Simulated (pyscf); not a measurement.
Single points on ωB97X-D3(BJ)/def2-SVP structures (PySCF, gas phase).

### Question
O=Nb(=O)–Cl (SMILES [O]=[Nb](=[O])[Cl]) + HF (SMILES F) -> O=Nb(=O)–F (SMILES [O]=[Nb](=[O])[F]) + HCl (SMILES Cl)
Surface: singlet. Broken: Cl–Nb, F–H. Formed: F–Nb, Cl–H. Give ΔE‡ and ΔE from ωB97M-D3(BJ)/def2-TZVP, relative to the separated reactants.

### Answer
ΔE‡ = -15.4 kcal/mol, ΔE = +0.3 kcal/mol. Zero-point energy shifts the barrier by -0.6 kcal/mol. It is a four-centre exchange, with an imaginary mode of 385i cm⁻¹. On the reactant side the descent ends in an adduct with a F–Nb contact, 23.1 kcal/mol under the separated species and 6.7 kcal/mol under the saddle at ωB97X-D3(BJ)/def2-TZVP. On the product side the descent ends in an adduct with a Cl–Nb contact, 23.3 kcal/mol under the separated species and 3.5 kcal/mol under the saddle at ωB97X-D3(BJ)/def2-TZVP. At ωB97M-D3(BJ) the saddle lies under the separated reactants, which points to a path from their complex (located at ωB97X-D3(BJ) alone). At ωB97M-D3(BJ) the saddle lies under the separated products, which points to a path from their complex (located at ωB97X-D3(BJ) alone), and parting the products costs more than the saddle. What is counted as formed (F–Nb) is already present as a longer contact in the reactant adduct; forming that adduct is a step of its own. What is counted as broken (Cl–Nb) persists as a longer contact in the product adduct; parting that adduct is a step of its own. This is the saddle that the search found; another between the same sides may lie lower. Elements past Kr carry the def2 core potentials, without spin-orbit coupling.
